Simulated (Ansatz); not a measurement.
The input, for Ansatz 0.2.0:

```yaml
crystal:
  periodic: [false, false, false]
  atoms:
    - {symbol: C, position_ang: [-2.081345, 0.000000, 0.000000]}
    - {symbol: H, position_ang: [-2.444551, 1.027301, 0.000000]}
    - {symbol: H, position_ang: [-2.444551, -0.513650, 0.889668]}
    - {symbol: H, position_ang: [-2.444551, -0.513650, -0.889669]}
    - {symbol: H, position_ang: [-0.679345, 0.000000, 0.000000]}
    - {symbol: Si, position_ang: [1.177655, 0.000000, 0.000000]}
basis:
  gaussian: {orbitals: cc-pVDZ}
correlation: {method: fic_mrcisd_q, electrons: outside_noble_gas, active_space: {window: {electrons: 4, orbitals: 4}}}
magnetization: {spin_polarized: true, initial_magnetization: 2}
```

```sh
$ ansatz run in.yaml --threads 1 --pin off --events-out ev --progress --plain --max-ram 2393MiB
```

(1) One thing in this input was set wrong on purpose, beside settings that are merely unusual. What is the gravest fault, and what does the program do?

Results:

(1) Active space on unrestricted orbitals. How the run ends: refused.
```
Error: invalid value for `correlation.active_space`: it starts from restricted Hartree–Fock orbitals; set hamiltonian.xc: hf without magnetization.spin_polarized
```
